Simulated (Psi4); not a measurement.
**BNH2O (SMILES BN=O) at MP2/6-311+G(d,p) (density fitting, density fitting for correlation, sweep point 7)**

What is the vertical ionisation energy of BNH2O at MP2/6-311+G** (density fitting, density fitting for correlation, sweep point 7)? Input form: a Python script.

The results are computed with Psi4 1.11.

## Step 1: Starting point

The species is BNH2O (5 atoms), meant as a singlet with charge 0. As SMILES, `BN=O`. Geometry: relaxed at GFN2-xTB.

Bond lengths: B1–N2 1.295 Å, N2–O3 1.192 Å, B1–H4 1.165 Å, B1–H5 1.166 Å. Angles: B1–N2–O3 179.9°, N2–B1–H4 118.8°, N2–B1–H5 118.8°, H4–B1–H5 122.4°.

## Step 2: A single-point energy at MP2/6-311+G(d,p) (density fitting, density fitting for correlation, sweep point 7)

calc.py reads:

```python
import psi4

psi4.set_memory('1600 MB')
psi4.set_num_threads(1)
psi4.set_output_file('bh2no.out', False)

mol = psi4.geometry("""
B     -0.303260     0.384710    -0.206480
N      0.435210    -0.552070     0.296940
O      1.113730    -1.415380     0.760240
H     -1.158940     0.091910    -0.941520
H     -0.086740     1.490830     0.090820
units angstrom
symmetry c1
""")

psi4.set_options({
    'basis': '6-311+G**',
    'puream': True,
    'scf_type': 'df',
    'num_frozen_docc': 3,
})

E, wfn = psi4.energy('mp2', return_wfn=True)
print(f'total energy {E:.8f} hartree = {E * 27.211386:.5f} eV')
for k, v in sorted(psi4.core.scalar_variables().items()):
    print(f'{k:45s} {v:18.10f}')
```

On the command line:

```bash
$ python calc.py
```

bh2no.out:

```text
[...]
  Running in c1 symmetry.
[...]
  Nuclear repulsion =   58.612788367927152
[...]
  Multiplicity = 1
[...]
  Nalpha       = 11
  Nbeta        = 11
[...]
    Number of basis functions: 78
[...]
   @DF-RHF iter   1:  -155.02937949964789   -7.87766e-01   3.60036e-03 ADIIS/DIIS
[...]
   @DF-RHF iter  12:  -155.09034869408893   -1.97531e-11   8.65945e-09 DIIS
[...]
    Orbital Energies [Eh]
    ---------------------
    Doubly Occupied:
       1A    -20.679656     2A    -15.730650     3A     -7.614943
       4A     -1.556965     5A     -1.085091     6A     -0.785470
       7A     -0.712496     8A     -0.656505     9A     -0.622560
      10A     -0.507774    11A     -0.406261
[...]
  @DF-RHF Final Energy:  -155.09034869408893
   => Energetics <=
    Nuclear Repulsion Energy =             58.6127883679271520
    One-Electron Energy =                -326.6895302192853023
    Two-Electron Energy =                 112.9863931572692479
    Total Energy =                       -155.0903486940889309
[...]
 Multipole Moments:
 ------------------------------------------------------------------------------------
     Multipole            Electronic (a.u.)      Nuclear  (a.u.)        Total (a.u.)
 ------------------------------------------------------------------------------------
 L = 1.  Multiply by 2.5417464519 to convert [e a0] to [Debye]
 Dipole X            :          1.0181200           -1.2889368           -0.2708168
 Dipole Y            :         -1.2945589            1.6382498            0.3436910
 Dipole Z            :          0.6963552           -0.8807805           -0.1844253
 Magnitude           :                                                    0.4748451
[...]
```

Standard output:

```text
total energy -155.55843408 hartree = -4232.96060 eV
CURRENT CORRELATION ENERGY                         -0.4680853903
CURRENT ENERGY                                   -155.5584340844
CURRENT REFERENCE ENERGY                         -155.0903486941
CUSTOM SCS-MP2 CORRELATION ENERGY                  -0.4592043306
CUSTOM SCS-MP2 TOTAL ENERGY                      -155.5495530247
DD SOLVATION ENERGY                                 0.0000000000
HF KINETIC ENERGY                                 155.0664997574
HF POTENTIAL ENERGY                              -310.1568484515
HF TOTAL ENERGY                                  -155.0903486941
HF VIRIAL RATIO                                     2.0001537981
MP2 CORRELATION ENERGY                             -0.4680853903
MP2 DOUBLES ENERGY                                 -0.4680853903
MP2 OPPOSITE-SPIN CORRELATION ENERGY               -0.3498183083
MP2 SAME-SPIN CORRELATION ENERGY                   -0.1182670821
MP2 SINGLES ENERGY                                 -0.0000000000
MP2 TOTAL ENERGY                                 -155.5584340844
NUCLEAR REPULSION ENERGY                           58.6127883679
ONE-ELECTRON ENERGY                              -326.6895302193
PCM POLARIZATION ENERGY                             0.0000000000
PE ENERGY                                           0.0000000000
SCF ITERATION ENERGY                             -155.0903486941
SCF ITERATIONS                                     12.0000000000
SCF TOTAL ENERGY                                 -155.0903486941
SCS-MP2 CORRELATION ENERGY                         -0.4592043306
SCS-MP2 TOTAL ENERGY                             -155.5495530247
TWO-ELECTRON ENERGY                               112.9863931573
```

Wall time 2.5 s (1 thread of Intel Xeon Platinum 8259CL at 2.50GHz (Skylake/Cascade Lake), shared host); peak memory 0.21 GiB.

## Step 3: The doublet cation, same level

run.py reads:

```python
import psi4

psi4.set_memory('1600 MB')
psi4.set_num_threads(1)
psi4.set_output_file('bh2no.out', False)

geom = psi4.geometry("""
1 2
B     -0.303260     0.384710    -0.206480
N      0.435210    -0.552070     0.296940
O      1.113730    -1.415380     0.760240
H     -1.158940     0.091910    -0.941520
H     -0.086740     1.490830     0.090820
symmetry c1
""")

psi4.set_options({
    'basis': '6-311+G**',
    'reference': 'uhf',
    'puream': True,
    'scf_type': 'df',
    'num_frozen_docc': 3,
    'maxiter': 150,
})

result = psi4.energy("mp2")
print(f'total energy {result:.8f} hartree = {result * 27.211386:.5f} eV')
```

On the command line:

```bash
$ python run.py
```

bh2no.out:

```text
[...]
  Running in c1 symmetry.
[...]
  Nuclear repulsion =   58.612788367927152
[...]
  Multiplicity = 2
[...]
  Nalpha       = 11
  Nbeta        = 10
[...]
    Number of basis functions: 78
[...]
   @DF-UHF iter   1:  -154.65485603457978   -4.13242e-01   4.86256e-03 DIIS/ADIIS
[...]
   @DF-UHF iter  22:  -154.75982384727803   -4.86011e-12   4.38095e-09 DIIS
[...]
   @S^2 Observed:                8.928052723E-01
[...]
    Orbital Energies [Eh]
    ---------------------
    Alpha Occupied:
       1A    -21.115693     2A    -16.074649     3A     -7.916103
       4A     -1.961753     5A     -1.444000     6A     -1.161902
       7A     -1.141311     8A     -1.053597     9A     -0.874470
      10A     -0.809422    11A     -0.796581
    Alpha Virtual:
      12A     -0.266317    13A     -0.130710    14A     -0.110063
      15A     -0.068729    16A     -0.064040    17A     -0.038277
      18A     -0.007937    19A      0.029773    20A      0.032348
      21A      0.038154    22A      0.046412    23A      0.111254
      24A      0.119852    25A      0.121738    26A      0.128249
[...]
  @DF-UHF Final Energy:  -154.75982384727803
   => Energetics <=
    Nuclear Repulsion Energy =             58.6127883679271520
    One-Electron Energy =                -319.4272371939582058
    Two-Electron Energy =                 106.0546249787529973
    Total Energy =                       -154.7598238472780281
  UHF NO Occupations:
  HONO-2 :    9  A 1.9945705
  HONO-1 :   10  A 1.9356259
[...]
 Multipole Moments:
 ------------------------------------------------------------------------------------
     Multipole            Electronic (a.u.)      Nuclear  (a.u.)        Total (a.u.)
 ------------------------------------------------------------------------------------
 L = 1.  Multiply by 2.5417464519 to convert [e a0] to [Debye]
 Dipole X            :          0.8516078           -1.2889368           -0.4373290
 Dipole Y            :         -1.0830051            1.6382498            0.5552447
 Dipole Z            :          0.5828702           -0.8807805           -0.2979103
 Magnitude           :                                                    0.7670097
[...]
```

Standard output:

```text
total energy -155.18793517 hartree = -4222.87881 eV
```

Run time: 2.9 s. Hardware: 1 thread of Intel Xeon Platinum 8259CL at 2.50GHz (Skylake/Cascade Lake), shared host; peak memory 0.21 GiB.

## Step 4: What came out

At MP2/6-311+G** (density fitting, density fitting for correlation, sweep point 7), 3 core orbitals frozen:

| quantity | value |
| --- | --- |
| singlet BNH2O: total energy | -155.55843 Eh |
| singlet BNH2O: HOMO energy (Hartree–Fock orbitals) | -11.05 eV |
| singlet BNH2O: LUMO energy (Hartree–Fock orbitals) | 1.29 eV |
| singlet BNH2O: HOMO–LUMO gap (Hartree–Fock orbitals) | 12.34 eV |
| singlet BNH2O: correlation energy (3 core orbitals frozen) | -468.1 mEh |
| doublet cation: total energy | -155.18794 Eh |
| doublet cation: HOMO energy (Hartree–Fock orbitals) (highest over α and β) | -21.21 eV |
| doublet cation: LUMO energy (Hartree–Fock orbitals) (lowest over α and β) | -7.25 eV |
| doublet cation: correlation energy (3 core orbitals frozen) | -428.1 mEh |
| doublet cation: ⟨S²⟩ of the reference determinant | 0.893 |
| vertical ionisation energy (to the doublet cation) | 10.082 eV |

In words: Removing an electron at fixed nuclei costs 10.08 eV (232 kcal/mol). ⟨S²⟩ (doublet cation) is 0.89 where a pure doublet has 0.75: the reference is spin-contaminated.
